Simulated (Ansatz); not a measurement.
Abridged output of a molecular run in Ansatz:

```
Functional definition: HF
2875 factors; integrals over basis functions are off by at most 1.1e-3 eV
mean field evaluation 1: about -8524.0498 eV, gradient 5.1e1 eV
mean field evaluation 2: about -8524.3996 eV, gradient 5.1e1 eV
mean field evaluation 4: about -8531.7626 eV, gradient 5.8e0 eV
mean field evaluation 8: about -8531.8764 eV, gradient 3.0e-1 eV
mean field -8531.87670563 eV, -313.5406858180 hartree, gradient 1.8e-6 eV, S^2 0.000000; 0 other end points of the search recorded, 0 dependent functions left out
8 core orbitals not correlated: weight in the atoms' cores, before any rotation towards them, 1.000 or more for the frozen orbitals, at most 0.000 for the correlated occupied ones
reference -8531.87670563 eV, -313.5406858180 hartree; 25, 25 occupied and 467, 467 virtual orbitals, 2875 factors
second order -38.78259719 eV of doubles, -0.00000000 eV of singles
cycle   1  -40.15758557 eV  change    -1.4e0 eV  update   1.2e-1
cycle   2  -41.08324141 eV  change   -9.3e-1 eV  update   3.2e-2
cycle   3  -41.21439262 eV  change   -1.3e-1 eV  update   1.2e-2
cycle   4  -41.21112918 eV  change    3.3e-3 eV  update   2.6e-3
cycle   5  -41.21192709 eV  change   -8.0e-4 eV  update   8.4e-4
cycle   6  -41.21222155 eV  change   -2.9e-4 eV  update   2.0e-4
cycle   7  -41.21218346 eV  change    3.8e-5 eV  update   5.8e-5
perturbative correction -1.63758976 eV, -0.0601803136 hartree
Total energy: -8574.72647884 eV, -315.1153859390 hartree
```

Its atoms:

```xyz
26

C    -1.496   -1.952   -0.207
C    -0.164   -1.225   -0.316
C    -0.238    0.269    0.043
C    -0.260    1.160   -1.197
C    -1.447    0.933   -2.118
C     0.860    0.712    1.026
C     2.273    0.482    0.504
C     0.683    0.068    2.393
H    -1.402   -3.003   -0.490
H    -1.872   -1.915    0.819
H    -2.256   -1.500   -0.849
H     0.554   -1.731    0.337
H     0.236   -1.338   -1.329
H    -1.191    0.433    0.567
H     0.665    1.011   -1.766
H    -0.253    2.208   -0.874
H    -1.448   -0.075   -2.538
H    -2.393    1.071   -1.585
H    -1.433    1.634   -2.956
H     0.731    1.795    1.158
H     3.011    0.849    1.222
H     2.472   -0.582    0.349
H     2.450    0.997   -0.443
H    -0.314    0.264    2.798
H     0.815   -1.017    2.348
H     1.417    0.454    3.105
```

(1) Which basis set was used?
A. def2-TZVPPD
B. def2-TZVPP
C. def2-QZVPP
D. def2-SVP

(2) Write the keys of the input that set method, charge and spin (a neutral closed shell needs none for the last two).

## Answers

(1) B. It gives 500 functions.

(2) 
```yaml
correlation: {method: ccsd_t}
```
